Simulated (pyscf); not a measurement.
# Hydrogen abstraction: H₂N–Ti(Cl)(Cl)–Cl (SMILES [NH2][Ti]([Cl])([Cl])[Cl]) + H• (SMILES [H]) -> [HN–Ti(Cl)(Cl)–Cl]• (SMILES [NH][Ti]([Cl])([Cl])[Cl]) + H₂ (SMILES [H][H])

Gas phase, doublet surface, charge 0. Bonds broken: N1–H6. Bonds formed: H6–H8. Single points on ωB97X-D3(BJ)/def2-SVP structures (PySCF, gas phase).

Transition state (Å):

```xyz
8

N      0.2992     0.4104    -0.1475
Ti    -1.2378    -0.4176     0.3253
Cl    -1.3150    -2.3584    -0.6546
Cl    -2.9053     0.8040    -0.3535
Cl    -1.1207    -0.6512     2.4736
H      0.2062     0.7606    -1.5073
H      1.3138     0.4125    -0.0243
H      0.3068     0.7953    -2.3587
```

One imaginary mode, 931i cm⁻¹; descent along it reached the two sides named.

```json
[
 {"bond": "N1–H6", "change": "breaks", "reactant side (Å)": "1.019", "saddle": "1.407", "product side": "2.9"},
 {"bond": "H6–H8", "change": "forms", "reactant side (Å)": "2.8", "saddle": "0.858", "product side": "0.761"}
]
```

Electronic energies relative to the separated reactants (kJ/mol):

| level | barrier | reaction energy | reverse barrier |
|---|---|---|---|
| ωB97X-D3(BJ)/def2-TZVP | 73.6 | +48.2 | 25.5 |
| PBE/def2-TZVP | 48.4 | +41.4 | 7.0 |
| r²SCAN/def2-TZVP | 45.6 | +30.5 | 15.1 |
| B3LYP-D3(BJ)/def2-TZVP | 46.8 | +28.6 | 18.3 |
| PBE0-D3(BJ)/def2-TZVP | 65.0 | +51.1 | 13.9 |
| M06-2X/def2-TZVP | 81.3 | +51.2 | 30.1 |
| ωB97M-D3(BJ)/def2-TZVP | 74.6 | +47.5 | 27.1 |
| HF/def2-TZVP | 119.3 | +31.4 | 87.9 |

With ωB97M-D3(BJ)/def2-TZVP energies and thermal terms (ideal gas, 1 atm, RRHO with modes under 100 cm⁻¹ raised to 100, one conformer, R ln 2 for chiral ones without a mode under 150 cm⁻¹), in kJ/mol:

```json
[
 {"T (K)": "298", "ΔH‡": "64.7", "ΔG‡": "91.6", "ΔH": "+42.5", "ΔG": "+36.2"},
 {"T (K)": "600", "ΔH‡": "63.4", "ΔG‡": "119.4", "ΔH": "+42.4", "ΔG": "+29.9"},
 {"T (K)": "900", "ΔH‡": "62.8", "ΔG‡": "147.5", "ΔH": "+41.1", "ΔG": "+23.8"},
 {"T (K)": "1200", "ΔH‡": "62.4", "ΔG‡": "175.8", "ΔH": "+39.2", "ΔG": "+18.3"}
]
```

This is the saddle that the search found; another between the same sides may lie lower. The angle at the transferred H is 164°. Open-shell species with a d-block atom are single-reference here; other states, and whether the spin sits on metal or ligand, were not checked.
